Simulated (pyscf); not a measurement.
## Hydrogen abstraction: H₂Si=PH + H• -> [HSi=PH]• + H₂

Gas phase, doublet surface, charge 0. Bonds broken: Si2–H4. Bonds formed: H4–H6. Single points on ωB97X-D3(BJ)/def2-SVP structures (PySCF, gas phase).

Transition state (Å):

```xyz
6

P     -0.2352    -1.7618     0.5353
Si    -1.4214    -0.0888     0.4698
H      0.3839    -1.3754    -0.6932
H     -1.4029     0.9950    -0.6417
H     -2.4272     0.2262     1.5208
H     -1.3932     1.9167    -1.5778
```

One imaginary mode, 895i cm⁻¹; descent along it reached the two sides named.

```csv
bond,change,reactant side (Å),saddle,product side
Si2–H4,breaks,1.487,1.553,3.4
H4–H6,forms,3.4,1.314,0.760
```

Electronic energies relative to the separated reactants (kcal/mol):

```tsv
level	barrier	reaction energy	reverse barrier
ωB97X-D3(BJ)/def2-TZVP	4.0	-16.9	20.8
PBE/def2-TZVP	-0.6	-21.0	20.4
r²SCAN/def2-TZVP	-1.8	-22.0	20.2
B3LYP-D3(BJ)/def2-TZVP	-0.7	-22.0	21.4
PBE0-D3(BJ)/def2-TZVP	1.0	-18.7	19.8
M06-2X/def2-TZVP	4.3	-20.9	25.2
ωB97M-D3(BJ)/def2-TZVP	3.9	-18.0	21.9
HF/def2-TZVP	10.8	-15.1	25.9
```

With ωB97M-D3(BJ)/def2-TZVP energies and thermal terms (ideal gas, 1 atm, RRHO with modes under 100 cm⁻¹ raised to 100, one conformer, R ln 2 for rigid chiral ones), in kcal/mol:

| T (K) | ΔH‡ | ΔG‡ | ΔH | ΔG |
|---|---|---|---|---|
| 298 | 2.6 | 8.7 | -16.9 | -18.2 |
| 600 | 2.3 | 15.1 | -17.0 | -19.5 |
| 900 | 2.2 | 21.5 | -17.5 | -20.7 |
| 1200 | 2.0 | 28.0 | -18.2 | -21.6 |

At PBE, r²SCAN, B3LYP-D3(BJ) this geometry lies under the reactants; that is no barrier but a single point on another level's saddle; such a level's own saddle, if it has one, lies nearer that side and is low. [HSi=PH]• lies 5.2 kcal/mol over its isomer H₂Si=P•, and others may lie lower still (electronic energy, ωB97M-D3(BJ)). One saddle was located; it need not be the lowest between these sides. The angle at the transferred H is 180°.
